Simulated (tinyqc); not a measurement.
Ways to converge the cycle: SCF convergence aids in the sto-3g basis, for HF, spin multiplicity 1. Computed by the program tinyqc with PySCF. RHF with one setting changed at a time; a run stops when the energy changes by less than 1e-09 hartree and the error matrix is below 1e-5. The start is random orbitals. Damping d keeps d of the old density; a shift (hartree) raises the virtual levels; DIIS n extrapolates F over n matrices.

Geometry (angstrom):
```
atom,x,y,z
F,0.0000,0.0000,0.0000
H,0.0000,0.0000,1.1200
```

lowest restricted solution found by these runs and by PySCF = -98.547009 hartree

Largest element of the error matrix X^T (FDS - SDF) X:
```
iteration,plain,damping 0.3,damping 0.6,shift 0.4,DIIS 3,DIIS 8
1,5.8e+00,5.8e+00,5.8e+00,5.8e+00,5.8e+00,5.8e+00
2,5.9e-01,1.7e+00,3.4e+00,5.9e-01,5.9e-01,5.9e-01
3,3.1e-02,5.1e-01,2.1e+00,3.0e-01,3.9e-02,3.9e-02
4,5.4e-03,1.5e-01,1.2e+00,1.0e-01,5.7e-03,5.7e-03
5,3.3e-03,6.6e-02,7.4e-01,3.1e-02,3.0e-03,3.0e-03
6,2.0e-03,2.6e-02,4.5e-01,9.5e-03,3.2e-04,2.8e-04
8,7.1e-04,5.6e-03,1.6e-01,3.1e-03,7.9e-07,1.2e-07
10,2.6e-04,3.0e-03,5.8e-02,1.6e-03,-,-
14,3.4e-05,8.1e-04,9.6e-03,4.5e-04,-,-
20,-,1.1e-04,2.5e-03,6.4e-05,-,-
30,-,-,4.4e-04,-,-,-
45,-,-,3.3e-05,-,-,-
```

How each run ends:
```
run,iterations,E (hartree),state
plain,17,-98.547009,lowest found
damping 0.3,28,-98.547009,lowest found
damping 0.6,53,-98.547009,lowest found
shift 0.4,26,-98.547009,lowest found
DIIS 3,9,-98.547009,lowest found
DIIS 8,8,-98.547009,lowest found
```

What does the comparison show, and why?

6 of 6 runs reach the lowest restricted solution found, in 8 to 53 iterations (fastest: DIIS 8). Plain steps already contract here, so damping only slows them. DIIS 3 and DIIS 8 gain by cancelling the error over several earlier matrices, much as a quasi-Newton step does.
